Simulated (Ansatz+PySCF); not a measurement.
Values are calculated unless marked as measured or tabulated.
This PySCF input gave a total energy of -116.43521 hartree.

```python
from pyscf import gto, scf, mp

mol = gto.M(atom="""
C 0.000000 0.000000 -0.532190
C 0.000000 1.285020 0.227950
C 0.000000 -1.285020 0.227950
H 0.000000 0.000000 -1.714360
H 0.000000 2.332050 -0.327270
H 0.000000 1.300010 1.413320
H 0.000000 -2.332050 -0.327270
H 0.000000 -1.300010 1.413320
""", basis='def2-svp', charge=1, spin=0)
mf = scf.RHF(mol)
mf.kernel()
pt = mp.MP2(mf, frozen=3).run()
print(mf.e_tot, pt.e_corr, pt.e_tot)
```

Q: Write an input for Ansatz with the same method and basis set.

A:

```yaml
crystal:
  periodic: [false, false, false]
  atoms:
    - { symbol: C, position_ang: [0.0, 0.0, -0.53219] }
    - { symbol: C, position_ang: [0.0, 1.28502, 0.22795] }
    - { symbol: C, position_ang: [0.0, -1.28502, 0.22795] }
    - { symbol: H, position_ang: [0.0, 0.0, -1.71436] }
    - { symbol: H, position_ang: [0.0, 2.33205, -0.32727] }
    - { symbol: H, position_ang: [0.0, 1.30001, 1.41332] }
    - { symbol: H, position_ang: [0.0, -2.33205, -0.32727] }
    - { symbol: H, position_ang: [0.0, -1.30001, 1.41332] }
basis:
  gaussian: { orbitals: def2-SVP }
total_charge: 1
hamiltonian:
  xc: hf
correlation:
  method: mp2
  frozen_orbitals: { C: 1, H: 0 }
scf:
  omitted_lower_state_checks: [stability, starts, atomic_configurations, cluster_reference, orbital_swaps, given_window_search, neighbouring_geometries, increment]
```

Ansatz (development build ahead of 0.2.0) gave -116.43521 hartree, 0.05 meV from the first.
